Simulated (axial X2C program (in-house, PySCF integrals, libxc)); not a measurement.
# Nuclear properties of OPO⁺

Computed with an in-house all-electron X2C program for linear molecules (integrals from PySCF): two-component X2C with atomic mean-field Coulomb and Gaunt terms, Gaussian nuclei, basis O dyall-av3z, P dyall-v3z with contracted cores.

O–P–O held linear, with bonds 1.440 and 1.440 Å (near the PBE0 minimum at charge 1 of the determinant lowest at the starting distance; the state shown can have its own minimum elsewhere, held linear; other orders of the atoms were not compared).

Determinant lowest in the PBE0 search, Ω = 0 (closed shell), highest spinor 84% O p, 15% P d:

```tsv
level	qzz O (a.u.)	qzz P (a.u.)
PBE0	1.16	-2.08
HF	1.16	-2.97
BHandHLYP	1.19	-2.42
```

qzz is the electric field gradient, eQq0 = 234.96 MHz × Q/barn × qzz. The operators were transformed with the bare-nucleus X2C matrices; with these basis sets, hyperfine constants and field gradients can be off by tens of per cent, and where levels differ in sign neither size nor sign is settled.

(1) With Q(17O) = -0.02558 barn (Q from Pyykkö, Mol. Phys. 2018), turn the PBE0 values of the first state into constants in MHz.

The molecule was held linear; bending was not examined, so a bent shape may lie lower.

Each state is one determinant with collinear spin. The search compared states at one distance, so a state with another bond length can lie lower.

Answers

(1) eQq0(17O) = 234.96 × (-0.02558) × (1.16) = -6.97 MHz.
